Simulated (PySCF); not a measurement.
# Atomic charges by several schemes

Compound: CH3O2S (charge -1).
Geometry (PBE0-D3(BJ)/def2-SVP, Å), atoms numbered from 1 in this order:
```xyz
7
CH3O2S angstrom
C     -0.7515   -0.1299   -0.0953
S      1.0743    0.0914   -0.4667
O      1.6472   -0.9709    0.4526
O      1.2641    1.5104    0.0356
H     -0.7925    0.0294    0.9936
H     -1.0829   -1.1495   -0.3512
H     -1.3520    0.6290   -0.6228
```

Density: PBE0/pcSseg-1 (PySCF); schemes: Mulliken, IAO, Hirshfeld and ESP-fitted. Geometry: PBE0-D3(BJ)/def2-SVP; no solvent, vibrations or thermal averaging. The pcSseg-1 basis has no diffuse functions, a weakness for an anion.

Task: At which atom do the 4 schemes differ most?

Result: At S2: from +0.186 (Hirshfeld) to +1.272 e (IAO), 1.086 e apart.

Task: Which atoms carry the highest charge in the Mulliken, IAO, Hirshfeld and ESP-fitted schemes?

Result: All schemes agree: Mulliken S2 (+0.686); IAO S2 (+1.272); Hirshfeld S2 (+0.186); ESP-fitted S2 (+0.197).

Task: What partial charge does each atom carry?

Result: In e:

| atom | environment | Mulliken | IAO | Hirshfeld | ESP-fitted |
| --- | --- | --- | --- | --- | --- |
| C1 | S-methyl carbon | -0.431 | -0.617 | -0.198 | -0.550 |
| S2 | sulfur bonded to C and 2 O | +0.686 | +1.272 | +0.186 | +0.197 |
| O3 | oxygen bonded to S | -0.739 | -1.004 | -0.499 | -0.533 |
| O4 | oxygen bonded to S | -0.739 | -1.004 | -0.500 | -0.530 |
| H5 | methyl hydrogen | +0.080 | +0.128 | +0.005 | +0.167 |
| H6 | methyl hydrogen | +0.071 | +0.113 | +0.003 | +0.125 |
| H7 | methyl hydrogen | +0.071 | +0.113 | +0.003 | +0.124 |

Mean size of the charges over all atoms: IAO 0.607 e, Mulliken 0.402 e, ESP-fitted 0.318 e, Hirshfeld 0.199 e. Each set sums to the total charge, -1, to within 0.001 e. The Hirshfeld scheme weights the molecular density at each point by an atom's share of the summed free-atom densities.

Task: Sum the charges by element, for elements with more than one atom.

Result: 
```
element  atoms  Mulliken     IAO  Hirshfeld  ESP-fitted
      O      2    -1.477  -2.009     -0.999      -1.063
      H      3    +0.222  +0.354     +0.011      +0.416
```

Task: How many electrons does the IAO scheme count on O4?

Result: Z − q = 8 − (-1.004) = 9.004.

These values come from a run that also computed NMR shieldings. The run took 4.2 s wall on one thread, Arm Neoverse V2, no GPU, on a shared host.
